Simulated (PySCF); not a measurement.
Stationary points of CF₄

Level of theory: B3LYP/[C def2-SVP, F def2-SVP], no relativity, density fitting, PySCF.

Relaxations began from a few typed shapes. The search is not exhaustive: other isomers or separated fragments can lie lower, and high-lying points may rest on an excited occupation.

Question: Which is the lowest minimum found?
A. singlet Td: C–F 1.323 Å (×4); F–C–F 109.5° (×6)
B. singlet D4h: C–F 1.404 Å (×4); F–C–F 90.0° (×4), F–C–F 180.0° (×2)

Answer: A. The others lie at 535.0 (singlet D4h, a saddle point) kJ/mol above it.

Counting electrons, carbon keeps none of its valence electrons outside its bonds, so the VSEPR class is AX4 and the expected shape is tetrahedral (Td), as computed.
